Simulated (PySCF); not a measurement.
Disilane, SMILES [SiH3][SiH3] (H6Si2) (CAM-B3LYP/def2-SVP optimised geometry):

```
8

Si    -0.506    -0.373     0.000
Si    -1.317    -1.504    -1.887
H     -0.984     1.038     0.000
H      0.984    -0.373     0.000
H     -0.984    -1.038     1.245
H     -2.807    -1.506    -1.886
H     -0.838    -2.914    -1.888
H     -0.842    -0.837    -3.131
```

Method: CAM-B3LYP/def2-TZVP (PySCF 2.14.0).

Problem. What are the frontier orbital energies and the dipole moment?

Solution. HOMO-2 -10.98 eV, HOMO-1 -10.98 eV, HOMO -9.66 eV, LUMO 1.38 eV, LUMO+1 1.41 eV; dipole moment 0.00 D.

Meta-Löwdin charges at CAM-B3LYP/def2-TZVP: Si1 0.25, Si2 0.25, H3 -0.08, H4 -0.08, H5 -0.08, H6 -0.08, H7 -0.08, H8 -0.08.
